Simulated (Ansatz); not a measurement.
## FeClO: computed properties

All numbers below come from DFT PBEsol, scalar-relativistic, plane waves, PAW in Ansatz 0.2.0.

Cutoff 420 eV; k points 12×10×6 on the computed 6-atom cell (Γ-centred); Gaussian smearing, width 0.10 eV; collinear spin from starting moments 3.36 3.36 0.22 0.22 0.24 0.24 μB.

The structure is relaxed at this level of theory with its symmetry kept. Whether it is the stable form of this composition wasn't checked.

```
Fe Cl O
1.0
     3.22240    0.00000    0.00000
     0.00000    3.71554    0.00000
     0.00000    0.00000    8.14287
Fe Cl O
2 2 2
Direct
  0.50000 0.00000 0.10685
  0.00000 0.50000 0.89315
  0.00000 0.00000 0.31217
  0.50000 0.50000 0.68783
  0.00000 0.00000 0.93507
  0.50000 0.50000 0.06493
```

Problem. Formation energy from the elements' standard states (uncorrected)?

Solution. -0.960 eV/atom.

Problem. Density of states at the Fermi level?

Solution. 6.28 states/eV per cell.

Problem. Löwdin character within 0.5 eV of the Fermi level?

Solution. Fe 3d 73 %, O 2p 14 %, Cl 3p 11 %.

Problem. Bader charges (e)?

Solution. Fe (2 in the cell) 1.53, Cl (2 in the cell) -0.46, O (2 in the cell) -1.07.

Problem. Total moment?

Solution. 7.88 μB per cell.

Problem. Site moments (μB; atoms counted from 1 over the whole cell)?

Solution. Fe (atom 1) 3.06, Fe (atom 2) 3.06, Cl (atom 3) 0.20, Cl (atom 4) 0.20, O (atom 5) 0.22, O (atom 6) 0.22.

The run saw a state lower than the one given here. Moments started parallel, and an antiferromagnetic order may lie lower. The cell holds layers, and where no dispersion correction was added their binding is poorly described.

Only this magnetic start was tried.

Cost: 1 run of about 3.9 core-minutes, on Arm Neoverse V2 (shared hosts).